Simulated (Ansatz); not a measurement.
The input, for Ansatz 0.2.0:

```yaml
crystal:
  periodic: [false, false, false]
  atoms:
    - {symbol: Si, position_ang: [-0.534995, 0.000000, 0.975437]}
    - {symbol: Mg, position_ang: [0.611691, 0.000000, -1.222640]}
    - {symbol: H, position_ang: [0.157216, 0.000000, 2.302334]}
basis:
  gaussian: {orbitals: 6-31G}
magnetization: {spin_polarized: false, initial_magnetization: 3}
hamiltonian: {pseudopotentials: {relativity: none}}
correlation: {method: fic_nevpt4_sd, electrons: all, active_space: {window: {electrons: 3, orbitals: 5}, states: [{multiplicity: 4, weights: [0.5, 0.5]}], root: 0}}
accuracy: high
```

```sh
$ ansatz run in.yaml --threads 1 --pin off --events-out ev --progress --plain --max-ram 2393MiB
```

Output:

```
593 factors; integrals over basis functions are off by at most 3.1e-9 eV
mean field evaluation 1: about -13305.6473 eV, gradient 5.8e0 eV
mean field evaluation 2: about -13305.6690 eV, gradient 5.8e0 eV
mean field evaluation 4: about -13306.4212 eV, gradient 6.8e-1 eV
mean field evaluation 8: about -13306.4362 eV, gradient 2.2e-3 eV
mean field -13306.43616697 eV, -489.0025097096 hartree, gradient 7.1e-8 eV, S^2 3.750000; 0 other end points of the search recorded, 0 dependent functions left out
reference -13306.43616697 eV, -489.0025097096 hartree; 15, 12 occupied and 13, 16 virtual orbitals, 593 factors
state -13306.40900630 eV, -489.0015115734 hartree
state -13304.05707604 eV, -488.9150797307 hartree
state -13306.40900630 eV, -489.0015115734 hartree; corrected -13308.10697188 eV, -489.0639106578 hartree
state -13304.05707604 eV, -488.9150797307 hartree; corrected -13305.84459578 eV, -488.9807698694 hartree
Total energy: -13308.10697188 eV, -489.0639106578 hartree
```

Before any correction even the lowest state lies above the reference determinant, by 0.03 eV, so the averaged orbitals or the space serve it badly.

Ran on 1 thread of Arm Neoverse V2, shared host: 1.5 s wall, 0.16 GiB peak host memory.
